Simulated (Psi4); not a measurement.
# BCl2 (SMILES Cl[B]Cl) at 6 levels

Wanted: a comparison of 6 runs (UHF/3-21G, UB3LYP/def2-TZVP, UCAM-B3LYP/def2-TZVP, UHSE06/def2-TZVP, UM06-2X/def2-TZVP, UTPSSh/def2-TZVP) of BCl2. 

The results are computed with Psi4 1.11.

## 1. The molecule

BCl2 has 3 atoms, charge 0, and is taken as a doublet. SMILES: `Cl[B]Cl`. The B2–Cl3 distance was set to 2.579 Å, away from the relaxed value.

Bond lengths: Cl1–B2 1.720 Å. A long bond or contact: B2–Cl3 2.579 Å.

## 2. The energy at UHF/3-21G (run 1)

bcl2.xyz reads:

```xyz
3
BCl2
Cl     0.098814    -2.306260    -0.205288
B     -0.736586    -0.830960    -0.492188
Cl     0.081500     1.511100     0.213700
```

run.py reads:

```python
import psi4

psi4.set_memory(1600000000)
psi4.set_num_threads(1)
psi4.set_output_file('bcl2.out', False)

with open('bcl2.xyz') as f:
    atoms = ''.join(f.readlines()[2:])
geom = psi4.geometry('0 2\n' + atoms + 'symmetry c1\nno_reorient\nno_com')

options = {'basis': '3-21G', 'reference': 'uhf', 'puream': True, 'e_convergence': 1e-09, 'd_convergence': 1e-08, 'scf_type': 'pk', 'maxiter': 100}
psi4.set_options(options)

e_tot, wfn = psi4.energy('scf', return_wfn=True)
psi4.oeprop(wfn, 'MAYER_INDICES', 'WIBERG_LOWDIN_INDICES', 'QUADRUPOLE', title='SCF')
print(f'scf energy: {e_tot:.10f} Eh')
for k, v in sorted(psi4.core.scalar_variables().items()):
    print(f'{k:45s} {v:18.10f}')
```

Command:

```bash
$ python run.py
```

bcl2.out:

```text
[...]
  Running in c1 symmetry.
[...]
  Nuclear repulsion =   83.420253872908333
[...]
  Multiplicity = 2
[...]
  Nalpha       = 20
  Nbeta        = 19
[...]
    Number of basis functions: 35
[...]
   @UHF iter   1:  -938.95996065647546   -6.00440e-01   9.09178e-03 DIIS/ADIIS
[...]
   @UHF iter  19:  -939.07169784338794   -4.54747e-13   6.00886e-09 DIIS
[...]
   @S^2 Observed:                9.316462053E-01
[...]
    Orbital Energies [Eh]
    ---------------------
    Alpha Occupied:
       1A   -104.173300     2A   -104.114845     3A    -10.571710
       4A    -10.503106     5A     -8.035580     6A     -8.030235
       7A     -8.029941     8A     -7.979754     9A     -7.961148
      10A     -7.961129    11A     -7.765214    12A     -1.201023
      13A     -1.082260    14A     -0.698599    15A     -0.556505
      16A     -0.547536    17A     -0.538032    18A     -0.465497
      19A     -0.465465    20A     -0.432150
    Alpha Virtual:
      21A      0.026646    22A      0.068360    23A      0.229494
      24A      0.548917    25A      0.586998    26A      0.591279
[...]
  @UHF Final Energy:  -939.07169784338794
   => Energetics <=
    Nuclear Repulsion Energy =             83.4202538729083329
    One-Electron Energy =               -1463.5297432882762223
    Two-Electron Energy =                 441.0377915719800512
    Total Energy =                       -939.0716978433879376
  UHF NO Occupations:
  HONO-2 :   18  A 1.9996909
  HONO-1 :   19  A 1.9055728
[...]
 Multipole Moments:
 ------------------------------------------------------------------------------------
     Multipole            Electronic (a.u.)      Nuclear  (a.u.)        Total (a.u.)
 ------------------------------------------------------------------------------------
 L = 1.  Multiply by 2.5417464519 to convert [e a0] to [Debye]
 Dipole X            :          0.8427971           -1.1670797           -0.3242826
 Dipole Y            :         32.5077209          -33.3962227           -0.8885018
 Dipole Z            :          4.1049302           -4.3802642           -0.2753341
 Magnitude           :                                                    0.9850906
 L = 2.  Multiply by 1.3450342976 to convert [e a0^2] to [Debye ang]
 Quadrupole XX       :        -34.4400914           10.6835705          -23.7565209
 Quadrupole XY       :         -2.9973973            4.5704394            1.5730421
[...]
```

On the terminal:

```text
scf energy: -939.0716978434 Eh
CURRENT ENERGY                                   -939.0716978434
CURRENT REFERENCE ENERGY                         -939.0716978434
DD SOLVATION ENERGY                                 0.0000000000
HF KINETIC ENERGY                                 938.2156189309
HF POTENTIAL ENERGY                             -1877.2873167743
HF TOTAL ENERGY                                  -939.0716978434
HF VIRIAL RATIO                                     2.0009124543
NUCLEAR REPULSION ENERGY                           83.4202538729
ONE-ELECTRON ENERGY                             -1463.5297432883
PCM POLARIZATION ENERGY                             0.0000000000
PE ENERGY                                           0.0000000000
SCF ITERATION ENERGY                             -939.0716978434
SCF ITERATIONS                                     19.0000000000
SCF TOTAL ENERGY                                 -939.0716978434
TWO-ELECTRON ENERGY                               441.0377915720
```

It took 2.4 s on 1 thread of Intel Xeon Platinum 8259CL at 2.50GHz (Skylake/Cascade Lake), shared host; peak memory 0.18 GiB.

## 3. Energy and forces at UB3LYP/def2-TZVP (run 2)

bcl2.xyz is that of step 2.

bcl2_ase.py reads:

```python
import numpy as np
from ase.calculators.psi4 import Psi4
from ase.io import read

atoms = read('bcl2.xyz')
calc = Psi4(atoms=atoms, method='b3lyp', basis='def2-TZVP', memory='1600MB', num_threads=1, charge=0, multiplicity=2, label='psi4-calc', reference='uks')
calc.psi4.set_options({'puream': True, 'e_convergence': 1e-09, 'd_convergence': 1e-08, 'scf_type': 'pk', 'dft_radial_points': 99, 'dft_spherical_points': 590, 'maxiter': 100})
atoms.calc = calc

forces = atoms.get_forces()
print(f'energy: {atoms.get_potential_energy():.6f} eV')
print('forces / eV A^-1')
print(np.round(forces, 5))
```

Command:

```bash
$ python bcl2_ase.py
```

psi4-calc.dat:

```text
[...]
  Running in c1 symmetry.
[...]
  Nuclear repulsion =   83.420253872908333
[...]
  Multiplicity = 2
[...]
  Nalpha       = 20
  Nbeta        = 19
[...]
    Number of basis functions: 105
[...]
   @UKS iter   1:  -945.15151062718780   -3.52850e-01   4.32700e-03 ADIIS/DIIS
[...]
   @UKS iter  17:  -945.23524957250265   -3.41061e-12   5.96987e-09 DIIS
[...]
   @S^2 Observed:                7.730755504E-01
[...]
    Orbital Energies [Eh]
    ---------------------
    Alpha Occupied:
       1A   -101.609303     2A   -101.502519     3A     -9.542075
       4A     -9.431064     5A     -7.301037     6A     -7.296612
       7A     -7.296029     8A     -7.196128     9A     -7.183918
      10A     -7.183749    11A     -6.936265    12A     -0.922671
      13A     -0.774230    14A     -0.550974    15A     -0.424861
      16A     -0.423928    17A     -0.376286    18A     -0.297991
      19A     -0.297617    20A     -0.286529
    Alpha Virtual:
      21A     -0.123136    22A     -0.093396    23A      0.037822
      24A      0.049097    25A      0.113352    26A      0.115430
[...]
  @UKS Final Energy:  -945.23524957250265
   => Energetics <=
    Nuclear Repulsion Energy =             83.4202538729083329
    One-Electron Energy =               -1469.4315753073046835
    Two-Electron Energy =                 489.4552499236002063
    DFT Exchange-Correlation Energy =     -48.6791780617063594
    Empirical Dispersion Energy =           0.0000000000000000
    VV10 Nonlocal Energy =                  0.0000000000000000
    Total Energy =                       -945.2352495725026529
[...]
 Multipole Moments:
 ------------------------------------------------------------------------------------
     Multipole            Electronic (a.u.)      Nuclear  (a.u.)        Total (a.u.)
 ------------------------------------------------------------------------------------
 L = 1.  Multiply by 2.5417464519 to convert [e a0] to [Debye]
 Dipole X            :         -0.6119233            0.4753299           -0.1365934
 Dipole Y            :         -1.8430538            0.2491687           -1.5938851
 Dipole Z            :         -0.5382347            0.2853982           -0.2528366
 Magnitude           :                                                    1.6195844
[...]
  -Total Gradient:
     Atom            X                  Y                   Z
    ------   -----------------  -----------------  -----------------
       1        0.008006834316    -0.017021589663     0.002426405914
       2       -0.021451677864    -0.024433661106    -0.014360007319
       3        0.013447649632     0.041459042036     0.011935546611
[...]
```

On the terminal:

```text
energy: -25721.161260 eV
forces / eV A^-1
[[-0.41173  0.87529 -0.12477]
 [ 1.10309  1.25643  0.73842]
 [-0.69151 -2.13191 -0.61375]]
```

Wall time 34 s (1 thread of Intel Xeon Platinum 8259CL at 2.50GHz (Skylake/Cascade Lake), shared host); peak memory 0.66 GiB.

Runs 3 to 5 aren't shown in full; the table further down has their settings and results.

## 4. Energy and gradient at UTPSSh/def2-TZVP (run 6)

input.inp reads:

```
memory 1600 mb

molecule geom {
  0 2
  Cl     0.098814    -2.306260    -0.205288
  B     -0.736586    -0.830960    -0.492188
  Cl     0.081500     1.511100     0.213700
  symmetry c1
  no_reorient
  no_com
}

set {
  reference uks
  puream true
  e_convergence 1e-09
  d_convergence 1e-08
  scf_type pk
  dft_radial_points 99
  dft_spherical_points 590
  maxiter 100
}

result, w = gradient('tpssh/def2-TZVP', return_wfn=True)
```

Command:

```bash
$ psi4 -i input.inp -o input.out -n 1
```

input.out:

```text
[...]
  Running in c1 symmetry.
[...]
  Nuclear repulsion =   83.420253872908333
[...]
  Multiplicity = 2
[...]
  Nalpha       = 20
  Nbeta        = 19
[...]
    Number of basis functions: 105
[...]
   @UKS iter   1:  -945.15678596732084   -3.30015e-01   4.20049e-03 DIIS/ADIIS
[...]
   @UKS iter  15:  -945.23678311526055   -9.66338e-12   9.47906e-09 DIIS
[...]
   @S^2 Observed:                7.759263299E-01
[...]
    Orbital Energies [Eh]
    ---------------------
    Alpha Occupied:
       1A   -101.459530     2A   -101.352681     3A     -9.461814
       4A     -9.350693     5A     -7.207095     6A     -7.202292
       7A     -7.201552     8A     -7.101818     9A     -7.089434
      10A     -7.089199    11A     -6.881981    12A     -0.897372
      13A     -0.749100    14A     -0.533406    15A     -0.408061
      16A     -0.407614    17A     -0.362336    18A     -0.281960
      19A     -0.279751    20A     -0.273985
    Alpha Virtual:
      21A     -0.134807    22A     -0.101690    23A      0.039219
      24A      0.046002    25A      0.111749    26A      0.115286
[...]
  @UKS Final Energy:  -945.23678311526055
   => Energetics <=
    Nuclear Repulsion Energy =             83.4202538729083329
    One-Electron Energy =               -1469.3784446146692062
    Two-Electron Energy =                 495.2873182369838219
    DFT Exchange-Correlation Energy =     -54.5659106104834564
    Empirical Dispersion Energy =           0.0000000000000000
    VV10 Nonlocal Energy =                  0.0000000000000000
    Total Energy =                       -945.2367831152606641
[...]
 Multipole Moments:
 ------------------------------------------------------------------------------------
     Multipole            Electronic (a.u.)      Nuclear  (a.u.)        Total (a.u.)
 ------------------------------------------------------------------------------------
 L = 1.  Multiply by 2.5417464519 to convert [e a0] to [Debye]
 Dipole X            :          1.0214156           -1.1670797           -0.1456641
 Dipole Y            :         31.7932587          -33.3962227           -1.6029641
 Dipole Z            :          4.1214961           -4.3802642           -0.2587681
 Magnitude           :                                                    1.6302370
[...]
  -Total Gradient:
     Atom            X                  Y                   Z
    ------   -----------------  -----------------  -----------------
       1        0.007251402993    -0.016227177697     0.002106410900
       2       -0.021490371449    -0.028027674088    -0.014784266012
       3        0.014233970550     0.044258647956     0.012675574246
[...]
```

It took 63 s on 1 thread of Intel Xeon Platinum 8259CL at 2.50GHz (Skylake/Cascade Lake), shared host; peak memory 0.64 GiB.

## 5. All runs side by side

| run | level | task | energy (Eh) | dipole moment (D) | HOMO energy (eV) | LUMO energy (eV) | wall time |
| --- | --- | --- | --- | --- | --- | --- | --- |
| 1 | UHF/3-21G | energy | -939.071698 | 2.50 | -11.62 | -0.67 | 2.4 s |
| 2 | UB3LYP/def2-TZVP | gradient | -945.235250 | 4.12 | -7.80 | -4.74 | 34 s |
| 3 | UCAM-B3LYP/def2-TZVP | energy | -945.205017 | 4.13 | -9.39 | -3.43 | 32 s |
| 4 | UHSE06/def2-TZVP | energy | -944.899003 | 4.18 | -7.71 | -4.78 | 42 s |
| 5 | UM06-2X/def2-TZVP | energy | -945.155538 | 4.37 | -9.12 | -3.63 | 45 s |
| 6 | UTPSSh/def2-TZVP | gradient | -945.236783 | 4.14 | -7.43 | -4.82 | 63 s |

## 6. Results

| quantity | value |
| --- | --- |
| run 6: total energy | -945.23678 Eh |
| run 6: dipole moment | 4.14 D |
| run 6: HOMO energy (highest over α and β) | -7.43 eV |
| run 6: LUMO energy (lowest over α and β) | -4.82 eV |
| run 6: ⟨S²⟩ | 0.776 |
| run 6: largest force on an atom | 2.478 eV/Å |

In words: The dipole moment (its size) runs from 2.50 D (UHF/3-21G) to 4.37 D (UM06-2X/def2-TZVP). The two ends differ in method and basis. Totals of different functionals can't be ranked against each other. Spin contamination of the reference: run 1 ⟨S²⟩ = 0.93. All runs together took 3.6 min, the longest 63 s.
